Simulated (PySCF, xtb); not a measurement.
methylamine (CH5N), SMILES CN.

GFN2-xTB (xtb 6.7.1) at its own geometry gives an orbital gap of 11.55 eV and a dipole moment of 1.46 D.

The structure is a stationary point at PBE0-D3(BJ)/def2-TZVP.

What does PBE/def2-TZVPD in PySCF give? (An estimate is asked for; the answer gives what the named calculation found.)

gap 5.13 eV (levels -5.38 and -0.24 eV), dipole 1.25 D.
